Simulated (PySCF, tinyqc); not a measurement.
Ways to converge the cycle: SCF convergence aids in the sto-6g basis, for N2, spin multiplicity 1. Computed by the program tinyqc with PySCF. 

Geometry (angstrom):
```
atom       x       y       z
N     0.0000  0.0000  0.0000
N     0.0000  0.0000  1.8660
```

lowest restricted solution found by these runs and by PySCF = -108.170764 hartree

RHF with one setting changed at a time; a run stops when the energy changes by less than 1e-09 hartree and the error matrix is below 1e-5. The start is the core Hamiltonian. Damping d keeps d of the old density; a shift (hartree) raises the virtual levels; DIIS n extrapolates F over n matrices.

Largest element of the error matrix X^T (FDS - SDF) X:
```
iteration    plain  damping 0.3  damping 0.6  shift 0.4   DIIS 3   DIIS 8
1          7.3e-01      7.3e-01      7.3e-01    7.3e-01  7.3e-01  7.3e-01
2          1.8e-01      3.8e-01      5.5e-01    4.5e-01  1.8e-01  1.8e-01
3          2.7e-02      1.6e-01      3.9e-01    1.8e-01  2.1e-02  2.1e-02
4          4.9e-03      6.7e-02      2.7e-01    7.0e-02  5.3e-04  5.3e-04
5          8.3e-04      2.7e-02      1.8e-01    2.7e-02  5.0e-05  5.0e-05
6          1.4e-04      1.1e-02      1.2e-01    1.0e-02  5.7e-06  3.3e-07
8          3.7e-06      1.8e-03      5.2e-02    1.5e-03        -        -
10               -      3.0e-04      2.3e-02    2.1e-04        -        -
14               -      9.4e-06      4.3e-03    4.5e-06        -        -
20               -      5.1e-08      3.6e-04          -        -        -
30               -            -      5.8e-06          -        -        -
```

How each run ends:
```
run          iterations  E (hartree)   state
plain                 8  -107.805703  higher
damping 0.3          20  -107.805703  higher
damping 0.6          42  -107.805703  higher
shift 0.4            14  -107.805703  higher
DIIS 3                7  -107.805703  higher
DIIS 8                7  -107.805703  higher
```

No run reaches the lowest restricted solution found. Ending on a higher stationary point: plain, damping 0.3, damping 0.6, shift 0.4, DIIS 3, DIIS 8; a small error matrix cannot reveal that, and an occupation fixed by the start is kept by symmetry or by the shape of the basin. Plain steps already contract here, so damping only slows them. DIIS 3 and DIIS 8 gain by cancelling the error over several earlier matrices, much as a quasi-Newton step does. The restricted reference is unstable here: a spin-polarised solution lies 0.3255 hartree lower (PySCF), so results built on it describe a poor reference.
